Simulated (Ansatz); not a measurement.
# H$_{2}$B–O, doublet: the ladder up to UCCSDT(Q)

Geometry: a PBE0/def2-TZVP stationary point for this spin, not checked as a minimum.

```xyz
4

B     0.0000    0.0000    0.6689
O     0.0000    0.0000   -0.6123
H     0.0000    1.0503    1.2721
H     0.0000   -1.0503    1.2721
```

Basis cc-pVDZ; Ansatz 0.2.0. Correlated methods freeze the noble-gas cores, which leaves 11 electrons in 36 orbitals. Prefix R: restricted or restricted open-shell reference; prefix U: unrestricted. Active spaces: valence = (11e, 10o) chosen from the atoms' valence shells.

Full CI isn't at hand for all of this; UCCSDT(Q) serves as the reference, and is uncertain by the last step of the cluster series or more. The frozen core follows each run's orbitals, which can shift R against U totals by a few meV.

For open shells CISD is restricted-active-space CI with the open shells as a complete middle space.

- UHF ⟨S²⟩: 0.767
- T1 diagnostic (RCCSD): 0.0474
- largest doubles amplitude (RCCSD): 0.058
- T1 diagnostic (UCCSD): 0.0402

Question: From what is known of these methods and the diagnostics, rank them by the size of their error in total energy against UCCSDT(Q) in cc-pVDZ, smallest first (an estimate: the text doesn't fix the numbers).
A. RCCSDT
B. RMP2
C. CASSCF (valence space)
D. NEVPT2 (valence space)
E. RCCSD(T)

Answer: A (1.8 kJ/mol), E (4.7 kJ/mol), D (93.8 kJ/mol), B (111.7 kJ/mol), C (466.1 kJ/mol).

All errors are against UCCSDT(Q) in cc-pVDZ. Within each family the higher level lies nearer, as is usual though not guaranteed.

Natural occupations of CASSCF (valence space) about the gap: 1.985 1.977 1.970 1.962 1.007 0.039 0.023 0.022 0.018; effectively unpaired electrons, Σ n²(2−n)², 1.02.

Atomization energy (electronic, same basis, no zero-point term; atoms at the same level, unrestricted beside the R rows where the molecule is a closed shell, with restricted open-shell steps beyond CCSDT(Q)) at UCCSDT(Q): 1264.8 kJ/mol. Errors of other levels:

| level | error (kJ/mol) |
| --- | --- |
| RHF | -245.1 |
| UHF | -250.4 |
| RMP2 | -8.0 |
| UMP2 | -5.7 |
| CISD | -65.0 |
| RCCSD | -16.6 |
| UCCSD | -16.7 |
| RCCSD(T) | -3.1 |
| UCCSD(T) | -3.3 |
| BCCD(T) | -2.8 |
| RCCSDT | -1.4 |
| UCCSDT | -1.5 |
| RCCSDT(Q) | 0.0 |
| CASSCF (valence space) | -66.7 |
| NEVPT2 (valence space) | -7.2 |
| MRCISD (valence space) | -17.6 |
| MRCISD+Q (valence space) | -6.0 |

This basis is far from its limit, so the value isn't to be set against a measured one. Truncated CI isn't size-consistent, which counts against it in atomization.
